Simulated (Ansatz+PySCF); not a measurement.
Values are calculated unless marked as measured or tabulated.
Several solutions for doublet CH3

```xyz
4

C     0.0000    0.0000    0.0000
H     2.5623    0.0000    0.0000
H    -0.5452    0.9443    0.0000
H    -0.5452   -0.9443    0.0000
```

Basis set: STO-3G (spherical functions). Charge 0, multiplicity 2.

PBE0 (unrestricted) was run from several starts with Ansatz (development build ahead of 0.2.0) and PySCF 2.14.0.

| run | program | start | converged | energy (hartree) | <S²> |
| --- | --- | --- | --- | --- | --- |
| A | Ansatz | atomic start, no search | yes | -39.04983 | 1.58 |
| B | Ansatz | search for the lowest state | yes | -39.07393 | 1.69 |
| C | PySCF | program defaults | yes | -39.01161 | 0.75 |
| D | Ansatz | stability test followed | yes | -39.04983 | 1.58 |

Problem. Which runs reached the lowest solution of this kind, and what is wrong with the others?

Solution. B reached the lowest solution found. Converged but too high: A by 0.66 eV, C by 1.70 eV, D by 0.66 eV. Convergence only shows a stationary point, and even a stable one can lie too high; stability tests and further starts are what find lower ones. Caution: charge can spread falsely over distant fragments. Caution: the unrestricted determinant is a mixture of spin states.
